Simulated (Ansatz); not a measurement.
CH₄BN, SMILES BN=C: a ladder of basis sets, run with Ansatz 0.2.0, Python API.

The script, `basis_ch4bn.py`:
```python
# -*- coding: utf-8 -*-
"""Basis-set convergence for CH4BN."""

import logging
import sys

import ansatz as az
from ase import Atoms

logging.basicConfig(stream=sys.stdout, format="[%(levelname)s] %(message)s")
log = logging.getLogger("calc")
log.setLevel(logging.INFO)

atoms = Atoms(["B", "N", "C", "H", "H", "H", "H"], positions=[
    (-0.9645, 0.2307, -0.638),
    (-0.1342, -0.7374, 0.045),
    (0.9264, -0.3976, 0.6248),
    (-1.9314, -0.07, -1.1848),
    (-0.7202, 1.4147, -0.687),
    (1.5596, -1.1443, 1.1231),
    (1.3255, 0.636, 0.6712),
])
ch4bn = az.Crystal.molecule_from_ase(atoms)

job = ch4bn.calculation().correlation("mp2")

energies = {}
for basis in ["cc-pVDZ", "cc-pVTZ"]:
    summary = job.basis(gaussian=basis).run(threads=1, backend="cpu").report
    size = summary["n_frozen"] + summary["n_occupied"][0] + summary["n_virtual"][0]
    energies[basis] = (summary["reference_energy_ev"] / 27.211386246, summary["free_energy_ev"] / 27.211386246)
    log.info(f"{basis:14s} {size:4d} orbitals  reference {energies[basis][0]:14.6f} Ha  total {energies[basis][1]:14.6f} Ha")

# correlation energy at the basis limit from E(X) = E + A / X^3
small, large = (energies[b][1] - energies[b][0] for b in ("cc-pVDZ", "cc-pVTZ"))
limit = (3 ** 3 * large - 2 ** 3 * small) / (3 ** 3 - 2 ** 3)
log.info(f"correlation energy: {small:.6f} and {large:.6f} Ha, extrapolated {limit:.6f} Ha")
log.info(f"share caught by the larger set: {100 * large / limit:.1f} %")
```

How far does the total energy move along this ladder of basis sets?

Against cc-pVDZ: cc-pVTZ -120.3 mHa. The last step alone is -120.33 mHa.

What the script printed:

```console
$ python basis_ch4bn.py
[INFO] cc-pVDZ          62 orbitals  reference    -119.305370 Ha  total    -119.677213 Ha
[INFO] cc-pVTZ         146 orbitals  reference    -119.340205 Ha  total    -119.797548 Ha
[INFO] correlation energy: -0.371843 and -0.457343 Ha, extrapolated -0.493343 Ha
[INFO] share caught by the larger set: 92.7 %
```

What to keep in mind:
- These settings explore the input space; basis and method may be short of convergence.
- The geometry is a force-field or estimated start, not a minimum of this method, and the last set is no limit. Much of the fall in a total is atomic energy, which cancels in bond and reaction energies.
- Inner cores stay frozen, so this is valence correlation.
- An extrapolation from small basis sets is rough.
- Wall time of the script: 2 s on 1 thread of Arm Neoverse V2, on a shared host, peak memory 0.27 GiB.

(A comment or docstring line of the script was reworded after the run, the code is as it ran; lines on the test bed's own set-up are left out of the output.)
